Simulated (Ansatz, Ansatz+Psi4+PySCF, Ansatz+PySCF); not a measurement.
```yaml
atoms:
  - { symbol: Si, position_ang: [0.0000, 0.0000, 0.0679] }
  - { symbol: H, position_ang: [0.0000, 1.3656, -0.3663] }
  - { symbol: H, position_ang: [1.1827, -0.6828, -0.3663] }
  - { symbol: H, position_ang: [-1.1827, -0.6828, -0.3663] }
```

Basis set: cc-pVTZ on H; cc-pV(T+d)Z on Si (spherical functions). Left uncorrelated: 5 orbitals. Charge 0, multiplicity 2.

Computed with Ansatz (development build ahead of 0.2.0); each method stands on the lowest determinant of its kind that the runs found.

The atomization energy at this shape (free ground-state atoms in the same class of orbitals less the molecule, no zero-point energy) of doublet SiH3:

```csv
method,atomization energy
UHF-MP2,216.47 kcal/mol
ROHF,180.30 kcal/mol
UHF,178.62 kcal/mol
```

Task: What does UHF-CCSD(T) give?

Result: 221.66 kcal/mol.
